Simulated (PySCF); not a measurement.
thiophene (C₄H₄S), SMILES c1ccsc1.

Geometry optimised at PBE0-D3(BJ)/def2-SVP.

Computed with SMD-PBE0/6-31G* (PySCF).

Solvation free energies are E(SMD) − E(gas) at the gas-phase geometry, for 1 M in both phases. In vacuum the dipole moment is 0.60 D.

Computed solvation free energies in water, cyclohexanone, 2-propanol:
```csv
solvent,ΔG(solv) (kcal/mol),its non-electrostatic (CDS) part,dipole (D)
water,-1.2,2.8,0.84
cyclohexanone,-4.1,-0.5,0.82
2-propanol,-4.2,-0.4,0.83
```
